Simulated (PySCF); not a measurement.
Bonds broken one at a time in the series SiH2Cl-X. Isolated molecules, 0 K electronic values unless said otherwise. One relaxed conformer stands for each flexible species; it need not be the lowest. Strings in code marks are SMILES.

All values below come from B3LYP-D3(BJ)/def2-TZVP (PySCF). All candidates: neutral, multiplicity 2. B3LYP has the VWN-RPA correlation part, as in Gaussian. 

- highest occupied spin orbital = -6.20 eV
- dipole moment = 0.94 D

Say which member has these values.
A) `[Br]`
B) `[SiH2]I`
C) `[C]#C`
D) `[BH2]`

B, `[SiH2]I`. The others give `[BH2]`: -5.87 eV, 0.49 D; `[Br]`: -8.51 eV, 0.00 D; `[C]#C`: -8.37 eV, 0.78 D
